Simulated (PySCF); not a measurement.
Si(Cl)4 cation (Cl4Si), SMILES Cl[Si](Cl)(Cl)Cl (connectivity only; charge and spin as stated), charge +1, multiplicity 2. Atoms are numbered in the order given.

```xyz
5

Cl     1.2110    -1.2110     1.1279
Si     0.0000     0.0000     0.0000
Cl     1.2110     1.2110    -1.1279
Cl    -1.2110    -1.2110    -1.1279
Cl    -1.2110     1.2110     1.1279
```
Charge +1, spin multiplicity 2.

The structure is a stationary point at PBE-D3(BJ)/def2-SVP. The multiplicity is an assumed one; other spin states were not compared. The isomer is the one that the SMILES or the coordinates give; other isomers of the formula were not compared.

Computed with PBE0/def2-TZVP run with PySCF.

ESP charges are fitted to the potential on shells at 1.4 to 2.0 van der Waals radii. Atomic charges (e):

```json
[
 {"atom": "Cl1", "ESP fit": "0.34", "Mulliken": "0.10", "meta-Löwdin": "0.00", "Mulliken spin": "0.27"},
 {"atom": "Si2", "ESP fit": "-0.37", "Mulliken": "0.61", "meta-Löwdin": "0.98", "Mulliken spin": "-0.08"},
 {"atom": "Cl3", "ESP fit": "0.34", "Mulliken": "0.10", "meta-Löwdin": "0.00", "Mulliken spin": "0.27"},
 {"atom": "Cl4", "ESP fit": "0.34", "Mulliken": "0.10", "meta-Löwdin": "0.00", "Mulliken spin": "0.27"},
 {"atom": "Cl5", "ESP fit": "0.34", "Mulliken": "0.10", "meta-Löwdin": "0.00", "Mulliken spin": "0.27"}
]
```

Give the Mayer and Wiberg (Löwdin basis) orders of the bonds. (The exact figures need the calculation; the answer reports its results.)


```csv
bond,Mayer,Wiberg
Cl1–Si2,1.23,1.85
Si2–Cl3,1.23,1.85
Si2–Cl4,1.23,1.85
Si2–Cl5,1.23,1.85
```
